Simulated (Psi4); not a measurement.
**PBE0/aug-pcseg-3 (density fitting, sweep point 4) run of SiNH4F (SMILES N[SiH2]F)**

Aim: the vertical singlet–triplet gap of SiNH4F at PBE0/aug-pcseg-3 (density fitting, sweep point 4), from 2 runs. 

The calculation is run with Psi4 1.11.

## (1) The system as given

SiNH4F: 7 atoms, total charge 0, spin state singlet. As SMILES, `N[SiH2]F`. The coordinates come from a PBE0-D4/def2-TZVP relaxation. This is one conformer, not always the lowest.

Bond lengths: N1–Si2 1.696 Å, Si2–F3 1.605 Å, N1–H4 1.006 Å, N1–H5 1.006 Å, Si2–H6 1.479 Å, Si2–H7 1.479 Å. Angles: N1–Si2–F3 114.6°, N1–Si2–H6 108.3°, N1–Si2–H7 108.3°, F3–Si2–H6 105.8°, F3–Si2–H7 105.8°, Si2–N1–H4 122.0°, Si2–N1–H5 122.0°, H6–Si2–H7 114.0°, H4–N1–H5 111.8°.

## (2) A single-point energy at PBE0/aug-pcseg-3 (density fitting, sweep point 4)

Contents of run.py:

```python
import psi4

psi4.set_memory(1600000000)
psi4.set_num_threads(1)
psi4.set_output_file('run.log', False)

m = psi4.geometry("""
0 1
N     -1.43902644     0.64061716    -1.18145677
Si     1.00363354    -0.21864131     0.70562373
F      0.97339793    -3.12541804     1.56809474
H     -1.48645857     0.19861022    -3.03036481
H     -3.17889729     0.97037436    -0.48830523
H      0.86152614     1.27783281     3.06267913
H      3.38147593     0.12850138    -0.72244230
units au
symmetry c1
""")

psi4.set_options({
    'basis': 'aug-pcseg-3',
    'reference': 'rks',
    'puream': True,
    'scf_type': 'df',
    'dft_radial_points': 99,
    'dft_spherical_points': 590,
})

E, wfn = psi4.energy("pbe0", return_wfn=True)
print(f'total energy {E:.8f} hartree = {E * 27.211386:.5f} eV')
```

Launch:

```
$ python run.py
```

run.log:

```text
[...]
  Running in c1 symmetry.
[...]
  Nuclear repulsion =  118.587946701945725
[...]
  Multiplicity = 1
[...]
  Nalpha       = 17
  Nbeta        = 17
[...]
    Number of basis functions: 455
[...]
   @DF-RKS iter   1:  -446.10982331553851   -2.95932e-01   1.94046e-03 DIIS/ADIIS
[...]
   @DF-RKS iter   8:  -446.40494452827107   -7.58681e-08   1.57426e-07 DIIS
[...]
    Orbital Energies [Eh]
    ---------------------
    Doubly Occupied:
       1A    -66.243956     2A    -24.746356     3A    -14.377210
       4A     -5.345428     5A     -3.679894     6A     -3.678347
       7A     -3.677824     8A     -1.205721     9A     -0.888012
      10A     -0.573836    11A     -0.524391    12A     -0.481596
      13A     -0.456700    14A     -0.452917    15A     -0.391124
      16A     -0.345789    17A     -0.301807
[...]
  @DF-RKS Final Energy:  -446.40494452827107
   => Energetics <=
    Nuclear Repulsion Energy =            118.5879467019457252
    One-Electron Energy =                -853.9466051746641142
    Two-Electron Energy =                 318.9398733760540949
    DFT Exchange-Correlation Energy =     -29.9861594316067972
    Empirical Dispersion Energy =           0.0000000000000000
    VV10 Nonlocal Energy =                  0.0000000000000000
    Total Energy =                       -446.4049445282710735
[...]
 Multipole Moments:
 ------------------------------------------------------------------------------------
     Multipole            Electronic (a.u.)      Nuclear  (a.u.)        Total (a.u.)
 ------------------------------------------------------------------------------------
 L = 1.  Multiply by 2.5417464519 to convert [e a0] to [Debye]
 Dipole X            :          0.8247582           -1.2795139           -0.4547557
 Dipole Y            :         -3.6485526            4.0745897            0.4260371
 Dipole Z            :          1.6566124           -2.0888265           -0.4322141
 Magnitude           :                                                    0.7583663
[...]
```

On the terminal:

```text
total energy -446.40494453 hartree = -12147.29726 eV
```

Run time: 2.5 min. Hardware: 1 thread of AMD EPYC 7R43 (Zen 3), shared host; peak memory 1.4 GiB.

## (3) The triplet

run.py, as its differences from that of step 2:

```diff
@@ -4,6 +4,6 @@
 psi4.set_num_threads(1)
-psi4.set_output_file('run.log', False)
+psi4.set_output_file('fh4nsi.out', False)
 
 m = psi4.geometry("""
-0 1
+0 3
 N     -1.43902644     0.64061716    -1.18145677
@@ -21,3 +21,3 @@
     'basis': 'aug-pcseg-3',
-    'reference': 'rks',
+    'reference': 'uks',
     'puream': True,
@@ -26,5 +26,6 @@
     'dft_spherical_points': 590,
+    'maxiter': 150,
 })
 
-E, wfn = psi4.energy("pbe0", return_wfn=True)
-print(f'total energy {E:.8f} hartree = {E * 27.211386:.5f} eV')
+e, wfn = psi4.energy("pbe0", return_wfn=True)
+print(f'pbe0 energy: {e:.10f} Eh')
```

Launch:

```
$ python run.py
```

fh4nsi.out:

```text
[...]
  Running in c1 symmetry.
[...]
  Nuclear repulsion =  118.587946701945725
[...]
  Multiplicity = 3
[...]
  Nalpha       = 18
  Nbeta        = 16
[...]
    Number of basis functions: 455
[...]
   @DF-UKS iter   1:  -445.74885266541077    6.50387e-02   2.06061e-03 ADIIS/DIIS
[...]
   @DF-UKS iter  13:  -446.17497984547066   -3.20854e-07   1.68458e-07 DIIS
[...]
   @S^2 Observed:                2.003438048E+00
[...]
    Orbital Energies [Eh]
    ---------------------
    Alpha Occupied:
       1A    -66.304737     2A    -24.798577     3A    -14.557961
       4A     -5.408383     5A     -3.743217     6A     -3.742157
       7A     -3.739098     8A     -1.255889     9A     -1.056587
      10A     -0.666382    11A     -0.654028    12A     -0.564629
      13A     -0.531135    14A     -0.500127    15A     -0.486073
      16A     -0.454400    17A     -0.390008    18A     -0.108175
    Alpha Virtual:
      19A     -0.028865    20A     -0.024464    21A     -0.010595
      22A     -0.005772    23A      0.010030    24A      0.016092
      25A      0.017498    26A      0.018200    27A      0.026917
[...]
  @DF-UKS Final Energy:  -446.17497984547066
   => Energetics <=
    Nuclear Repulsion Energy =            118.5879467019457252
    One-Electron Energy =                -851.1662485402932816
    Two-Electron Energy =                 316.2873793854519135
    DFT Exchange-Correlation Energy =     -29.8840573925750093
    Empirical Dispersion Energy =           0.0000000000000000
    VV10 Nonlocal Energy =                  0.0000000000000000
    Total Energy =                       -446.1749798454706593
[...]
 Multipole Moments:
 ------------------------------------------------------------------------------------
     Multipole            Electronic (a.u.)      Nuclear  (a.u.)        Total (a.u.)
 ------------------------------------------------------------------------------------
 L = 1.  Multiply by 2.5417464519 to convert [e a0] to [Debye]
 Dipole X            :          1.9528712           -1.2795139            0.6733573
 Dipole Y            :         -3.6486185            4.0745897            0.4259712
 Dipole Z            :          2.4076465           -2.0888265            0.3188200
 Magnitude           :                                                    0.8582003
[...]
```

The script printed:

```text
pbe0 energy: -446.1749798455 Eh
```

Run time: 7.1 min. Hardware: 1 thread of AMD EPYC 7R43 (Zen 3), shared host; peak memory 1.4 GiB.

## (4) What came out

Level: PBE0/aug-pcseg-3 (density fitting, sweep point 4).

| quantity | value |
| --- | --- |
| singlet: total energy | -446.40494 Eh |
| singlet: dipole moment | 1.93 D |
| singlet: HOMO energy | -8.21 eV |
| singlet: LUMO energy | -0.33 eV |
| singlet: HOMO–LUMO gap | 7.89 eV |
| triplet: total energy | -446.17498 Eh |
| triplet: dipole moment | 2.18 D |
| triplet: HOMO energy (highest over α and β) | -2.94 eV |
| triplet: ⟨S²⟩ | 2.003 |
| vertical energy of the triplet above the singlet | 6.258 eV |

In words: At this shape the triplet lies 6.26 eV (144 kcal/mol) above the singlet.
